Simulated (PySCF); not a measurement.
## Reproducing measurements on HCN

**Experimental background.**

From NIST CCCBDB Release 22 (SRD 101), experimental dipoles, for the gas: dipole moment (microwave Stark effect, vibrational ground state) 2.98 D.

From NIST CCCBDB Release 22 (SRD 101), experimental polarizabilities, for the gas: mean polarisability 2.593 Å³.

The runs below try to reproduce these values; the comparison stands at the end.

HCN.
Atom-mapped SMILES: `[CH:1]#[N:2]` (hydrogens: H3 on C1)

Geometry (PBE0-D3(BJ)/def2-SVP, Å), atoms numbered from 1 in this order:
```xyz
3
HCN angstrom
C     -0.0171   -0.0179    0.0000
N      0.7835    0.8128    0.0000
H     -0.7664   -0.7949    0.0000
```

The PySCF runs (gas phase, on this PBE0-D3(BJ)/def2-SVP geometry; no spin–orbit coupling):

```
                             level                                                                 job  basis functions
PBE0-D3(BJ)/def2-SVP, grid level 1                         geometry optimisation from an MMFF94s start               33
                      PBE0/6-31+G*  10 singlets by full TDDFT, 4 Tamm–Dancoff triplets, polarisability               38
```

All basis functions are spherical.

Results beside the measurements:

**Dipole moment.** Measured: 2.98 D (NIST CCCBDB Release 22 (SRD 101), experimental dipoles).

| level | computed (D) | computed − measured (D) | % (from the printed values) |
| --- | --- | --- | --- |
| PBE0-D3(BJ)/def2-SVP | 2.90 | -0.08 | -3 |
| PBE0/6-31+G* | 3.10 | +0.12 | +4 |

Closest is PBE0-D3(BJ)/def2-SVP (-0.08 D), furthest PBE0/6-31+G* (+0.12 D); one molecule doesn't rank methods. The computed dipoles belong to one fixed geometry; measured ones are averaged over vibrations unless marked μe. Magnitudes are compared, not signs.

**Mean polarisability.** Measured: 2.593 Å³ (NIST CCCBDB Release 22 (SRD 101), experimental polarizabilities).

| level | computed (Å³) | computed − measured (Å³) | % (from the printed values) |
| --- | --- | --- | --- |
| PBE0/6-31+G* | 2.099 | -0.494 | -19 |

The computed values are static and purely electronic, with core orbitals frozen in the response (1 au = 0.148185 Å³). The table of measured values doesn't say here whether a value is static or optical, or holds a vibrational part.

No measured geometry was used, and the causes of the misses weren't examined.
